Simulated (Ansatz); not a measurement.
## Strength of the O–H bond: HO2 → H + O2

Species: HO2 `[O]O`, doublet; H atom, doublet; O2 (oxygen), triplet. 

Shapes, held fixed at every level: PBE0-D4/def2-TZVP. Programs: Ansatz 0.2.0. The zero-point and thermal change to 298 K, harmonic and unscaled (PBE0-D4/def2-TZVP), is -22.6 kJ/mol.

```csv
level,kind,ΔH(298 K) (kJ/mol),less CCSD(T)/CBS estimate
HF/def2-TZVPP,Hartree–Fock,+134.4,-77.5
SPW92/def2-TZVPP,LDA,+230.2,+18.3
PBE0-D4/def2-TZVPP,global hybrid,+192.5,-19.4
MP2/def2-SVP,perturbation theory,+133.7,-78.2
MP2/def2-TZVPP,perturbation theory,+164.4,-47.5
CCSD(T)/def2-SVP,coupled cluster or CI,+171.0,-40.9
CCSD/def2-TZVPP,coupled cluster or CI,+199.3,-12.6
CCSD(T)/CBS estimate,coupled cluster or CI,+211.9,0.0
```

The highest level, CCSD(T)/CBS estimate, gives ΔH(298 K) = +211.9 kJ/mol; the levels span +133.7 to +230.2. The column of differences is taken from that level and isn't an error. Hartree–Fock misses the correlation of the pair that is broken and comes out low. No measured value is set beside it here. Open shells run unrestricted unless RO is named. The CBS estimate extrapolates MP2 from def2-TZVPP and def2-QZVPP and adds CCSD(T) − MP2 in the triple-zeta set, cores frozen.
